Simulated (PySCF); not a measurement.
Ethylamine, C2H7N.
Cartesian coordinates in Å at the GFN2-xTB level; atoms count from 1:
```xyz
10
C2H7N angstrom
C     -1.0576   -0.1480    0.1198
C      0.2469    0.5455   -0.2843
N      1.4537   -0.1981    0.0301
H     -1.9126    0.4675   -0.1476
H     -1.0793   -0.3213    1.1948
H     -1.1510   -1.1081   -0.3859
H      0.3178    1.5129    0.2206
H      0.2472    0.7263   -1.3628
H      1.4382   -1.0997   -0.4361
H      1.5057   -0.3724    1.0288
```

Computed, not measured: B3LYP/def2-SVPD in PySCF (dipole) on a GFN2-xTB geometry, gas phase.

Take the most abundant isotopes and a rigid rotor. The values belong to one conformer with, in the numbering `[CH3:1][CH2:2][NH2:3]`, C1–C2–N3–H 59° and -59°.

**Question.** Give the principal moments of inertia and the rotational constants in GHz.

**Answer.** Ia = 15.87, Ib = 56.86, Ic = 63.73 u·Å²; 505379 MHz·u·Å²/I gives 31850, 8888 and 7930 MHz, that is A = 31.850, B = 8.8878, C = 7.9304 GHz.

**Question.** Classify the top.

**Answer.** A near-prolate asymmetric top. Ray's parameter κ = (2B − A − C)/(A − C) = -0.920; −1 is the prolate and +1 the oblate limit.

**Question.** What does the inertial defect say?

**Answer.** Not planar: Δ = Ic − Ia − Ib = -9.00 u·Å². For a rigid frame Δ = −2 Σ m c², so Σ m c² = 4.50 u·Å² lies off the ab plane, practically all of it from hydrogen. The atom farthest from that plane is 0.88 Å away.

**Question.** Predict some low-J microwave lines.

**Answer.** The dipole components are |μa| = 1.03 D, |μb| = 0.78 D, |μc| = 0.00 D; the mirror of this Cs structure is the ab plane, so μc vanishes by symmetry and there are no c-type lines. Intensities carry the squares of the components, which stand as 1.00 : 0.57 (a : b). Some lines, for components of 0.1 D or more:

```tsv
type	branch	J(Ka,Kc)	MHz	lower level (cm⁻¹)
a	Q	1(1,0) ← 1(1,1)	957	1.327
a	Q	2(1,1) ← 2(1,2)	2872	2.417
b	R	2(0,2) ← 1(1,1)	10645	1.327
a	R	1(0,1) ← 0(0,0)	16818	0.000
b	Q	1(1,0) ← 1(0,1)	23920	0.561
b	Q	2(1,1) ← 2(0,2)	24907	1.682
a	R	2(1,2) ← 1(1,1)	32679	1.327
a	R	2(0,2) ← 1(0,1)	33607	0.561
a	R	2(1,1) ← 1(1,0)	34594	1.359
b	R	1(1,1) ← 0(0,0)	39781	0.000
b	R	2(1,2) ← 1(0,1)	55642	0.561
b	R	2(2,1) ← 1(1,0)	103481	1.359
b	R	2(2,0) ← 1(1,1)	104468	1.327
```

**Question.** Estimate the classical rotational partition function at 25 K, 298.15 K and 500 K.

**Answer.** Point group Cs, symmetry number σ = 1; q = (√π/σ)·√((kT/h)³/(ABC)), k/h = 20836.6 MHz/K: 445 at 25 K, 18300 at 298.15 K, 39800 at 500 K.

No GFN2-xTB frequencies stand behind this structure, so it isn't proved a minimum. Zero-point vibration and centrifugal distortion are left out. A rigid rotor knows nothing of inversion at nitrogen or internal rotation, which can split or shift real lines. Quadrupole hyperfine structure (14N) is left out.
